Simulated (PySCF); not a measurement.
Scan of H3P, singlet: umbrella (inversion) coordinate, bond length relaxed. Scanned: angle between the P-H bonds and the threefold axis (90 = planar). Other coordinates (P-H bond length) were minimised at PBE0/def2-TZVP.

- PBE/cc-pVTZ (PySCF)
- r2SCAN/cc-pVTZ (PySCF)
- CCSD(T) on RHF/cc-pVTZ, 5 core orbitals frozen (PySCF)

Energies relative to the lowest point of each profile, in mEh; the last columns give the difference from CCSD(T):

```json
[
 {"a / °": "90", "PBE": "52.4", "r2SCAN": "52.0", "CCSD(T)": "54.5", "PBE − CCSD(T)": "-2.1", "r2SCAN − CCSD(T)": "-2.5"},
 {"a / °": "93", "PBE": "51.3", "r2SCAN": "51.0", "CCSD(T)": "53.4", "PBE − CCSD(T)": "-2.0", "r2SCAN − CCSD(T)": "-2.4"},
 {"a / °": "96", "PBE": "48.2", "r2SCAN": "47.8", "CCSD(T)": "49.9", "PBE − CCSD(T)": "-1.7", "r2SCAN − CCSD(T)": "-2.1"},
 {"a / °": "99", "PBE": "43.3", "r2SCAN": "42.9", "CCSD(T)": "44.5", "PBE − CCSD(T)": "-1.2", "r2SCAN − CCSD(T)": "-1.5"},
 {"a / °": "102", "PBE": "37.0", "r2SCAN": "36.7", "CCSD(T)": "37.6", "PBE − CCSD(T)": "-0.6", "r2SCAN − CCSD(T)": "-0.9"},
 {"a / °": "105", "PBE": "29.9", "r2SCAN": "29.5", "CCSD(T)": "29.9", "PBE − CCSD(T)": "0.0", "r2SCAN − CCSD(T)": "-0.3"},
 {"a / °": "108", "PBE": "22.5", "r2SCAN": "22.2", "CCSD(T)": "22.1", "PBE − CCSD(T)": "0.4", "r2SCAN − CCSD(T)": "0.1"},
 {"a / °": "111", "PBE": "15.5", "r2SCAN": "15.2", "CCSD(T)": "14.8", "PBE − CCSD(T)": "0.8", "r2SCAN − CCSD(T)": "0.5"},
 {"a / °": "114", "PBE": "9.4", "r2SCAN": "9.1", "CCSD(T)": "8.5", "PBE − CCSD(T)": "0.9", "r2SCAN − CCSD(T)": "0.6"},
 {"a / °": "117", "PBE": "4.6", "r2SCAN": "4.3", "CCSD(T)": "3.8", "PBE − CCSD(T)": "0.8", "r2SCAN − CCSD(T)": "0.5"},
 {"a / °": "120", "PBE": "1.4", "r2SCAN": "1.2", "CCSD(T)": "0.9", "PBE − CCSD(T)": "0.5", "r2SCAN − CCSD(T)": "0.3"},
 {"a / °": "123", "PBE": "0.0", "r2SCAN": "0.0", "CCSD(T)": "0.0", "PBE − CCSD(T)": "0.0", "r2SCAN − CCSD(T)": "0.0"},
 {"a / °": "126", "PBE": "0.6", "r2SCAN": "0.9", "CCSD(T)": "1.3", "PBE − CCSD(T)": "-0.7", "r2SCAN − CCSD(T)": "-0.4"},
 {"a / °": "129", "PBE": "3.4", "r2SCAN": "4.0", "CCSD(T)": "4.9", "PBE − CCSD(T)": "-1.5", "r2SCAN − CCSD(T)": "-0.9"},
 {"a / °": "132", "PBE": "8.5", "r2SCAN": "9.4", "CCSD(T)": "10.9", "PBE − CCSD(T)": "-2.4", "r2SCAN − CCSD(T)": "-1.4"}
]
```

PBE is furthest from CCSD(T) at 132 (-2.4 mEh, below); its mean absolute difference over the points is 1.0 mEh.

r2SCAN is furthest from CCSD(T) at 90 (-2.5 mEh, below); its mean absolute difference over the points is 1.0 mEh.
